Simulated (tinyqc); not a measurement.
Inside a calculation. Method: Hueckel theory of the pi electrons, for the molecule c1cc[nH]c1 (SMILES; centres numbered as the heavy atoms are written). One step of it, computed by the program tinyqc.

Question. Orbitals. Diagonalise; E = alpha + x beta with beta < 0, so the largest x are filled first; degenerate levels share their electrons. P = sum n_i c_ri c_si; each orbital has its largest coefficient positive (the first on a tie).

Hueckel matrix in units of beta (H = alpha + beta A), order 1C, 2C, 3C, 4N, 5C:
$$\begin{pmatrix}
0.000000 & 1.000000 & 0.000000 & 0.000000 & 1.000000 \\
1.000000 & 0.000000 & 1.000000 & 0.000000 & 0.000000 \\
0.000000 & 1.000000 & 0.000000 & 0.800000 & 0.000000 \\
0.000000 & 0.000000 & 0.800000 & 1.500000 & 0.800000 \\
1.000000 & 0.000000 & 0.000000 & 0.800000 & 0.000000
\end{pmatrix}$$

pi electrons, sum of z_r less the charge = 6

Give: x values; occupations; coefficients; charge and bond-order matrix P.

Answer.

x values: [2.3196, 1.1887, 0.6180, -1.0083, -1.6180]

occupations: [2.0000, 2.0000, 2.0000, 0.0000, 0.0000]

coefficients, order 1C, 2C, 3C, 4N, 5C:
$$\begin{pmatrix}
0.2873 & 0.5763 & -0.3717 & -0.2923 & 0.6015 \\
0.2873 & 0.5763 & 0.3717 & -0.2923 & -0.6015 \\
0.3791 & 0.1087 & 0.6015 & 0.5869 & 0.3717 \\
0.7400 & -0.5588 & 0.0000 & -0.3744 & 0.0000 \\
0.3791 & 0.1087 & -0.6015 & 0.5869 & -0.3717
\end{pmatrix}$$

charge and bond-order matrix P, order 1C, 2C, 3C, 4N, 5C:
$$\begin{pmatrix}
1.1056 & 0.5528 & -0.1041 & -0.2188 & 0.7903 \\
0.5528 & 1.1056 & 0.7903 & -0.2188 & -0.1041 \\
-0.1041 & 0.7903 & 1.0346 & 0.4395 & -0.4126 \\
-0.2188 & -0.2188 & 0.4395 & 1.7196 & 0.4395 \\
0.7903 & -0.1041 & -0.4126 & 0.4395 & 1.0346
\end{pmatrix}$$
